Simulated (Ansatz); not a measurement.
HNC, singlet in 6-31G: errors against full CI

Geometry: a PBE0/def2-TZVP stationary point for this spin, not checked as a minimum.

```yaml
atoms:
  - { symbol: N, position_ang: [0.0000, 0.0000, 0.0555] }
  - { symbol: C, position_ang: [0.0000, 0.0000, -1.1080] }
  - { symbol: H, position_ang: [0.0000, 0.0000, 1.0525] }
```

Basis 6-31G; Ansatz 0.2.0. Correlated methods freeze the noble-gas cores, which leaves 10 electrons in 18 orbitals. R marks a restricted (for open shells ROHF) determinant. Active spaces: valence = (10e, 9o) chosen from the atoms' valence shells; pair = (2e, 2o) about the gap.

Full CI is exact within this basis and frozen core; it isn't the basis-set limit.

```
UHF ⟨S²⟩                          : 0.000
T1 diagnostic (RCCSD)             : 0.0197
largest doubles amplitude (RCCSD) : 0.087
```

| level | E − E(full CI) (mEh) | share of correlation (%) | wall time |
| --- | --- | --- | --- |
| RHF | 205.74 | 0.00 | – |
| RMP2 | 16.51 | 91.97 | – |
| CISD | 21.38 | 89.61 | 0.48 s |
| RCCSD | 8.89 | 95.68 | – |
| RCCSD(T) | 1.06 | 99.48 | 0.18 s |
| BCCD(T) | 1.02 | 99.51 | 0.24 s |
| RCCSDT | 0.57 | 99.72 | – |
| CISDTQ | 1.34 | 99.35 | 2.3 s |
| RCCSDT(Q) | 0.00 | 100.00 | 0.69 s |
| RCCSDTQ | 0.07 | 99.96 | 6.5 s |
| CASSCF (pair space) | 183.12 | 10.99 | – |
| NEVPT2 (pair space) | 16.87 | 91.80 | 0.27 s |
| MRCISD (pair space) | 17.47 | 91.51 | – |
| MRCISD+Q (pair space) | 4.58 | 97.77 | 0.36 s |
| CASSCF (valence space) | 61.16 | 70.27 | – |
| NEVPT2 (valence space) | 15.77 | 92.34 | 3.1 s |
| MRCISD (valence space) | 2.63 | 98.72 | – |
| MRCISD+Q (valence space) | 1.13 | 99.45 | 4.4 s |

The correlation energy at full CI, counted from RHF, is -5.598 eV. That run took 91 s on 1 thread of Arm Neoverse V1, shared host over 18,367,552 determinants.

Times hold each run's SCF and search for its determinant on a shared host, so for small cases they say little of a method's own cost; they ran on 1 thread of Arm Neoverse V1.

The full-CI state has the irrep A1 of C2v, in the program's axes (one component, if the state is degenerate).

Natural occupations of full CI about the gap: 1.984 1.973 1.953 1.938 1.938 0.066 0.066 0.026 0.017 0.011; effectively unpaired electrons, Σ n²(2−n)², 0.08.
